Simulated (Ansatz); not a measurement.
hcp against bcc along the lanthanides

Theory: DFT, r2SCAN, plane waves (500 eV) with PAW, scalar-relativistic (Ansatz 0.2.0). The PAW files were generated under PBE, with cores re-solved for the functional.

Each structure is relaxed within its symmetry, in the lowest magnetic state of the tried starts. Differences under about 8 meV lie within the error of the k-point mesh.

| element | E(hcp) − E(bcc) (meV/atom) | V(hcp) (Å³/atom) | V(bcc) (Å³/atom) | state of hcp | state of bcc |
| --- | --- | --- | --- | --- | --- |
| La | -78 | 39.08 | 38.31 | ferromagnetic | ferromagnetic |
| Yb | 31 | 35.13 | 33.89 | spin not included | spin not included |
| Lu | ? | ? | ? | ? | ? |

Problem. Fill in the row of Lu.

Solution. E(hcp) − E(bcc) (meV/atom): -113; V(hcp) (Å³/atom): 29.09; V(bcc) (Å³/atom): 29.61; state of hcp: spin not included; state of bcc: spin not included.
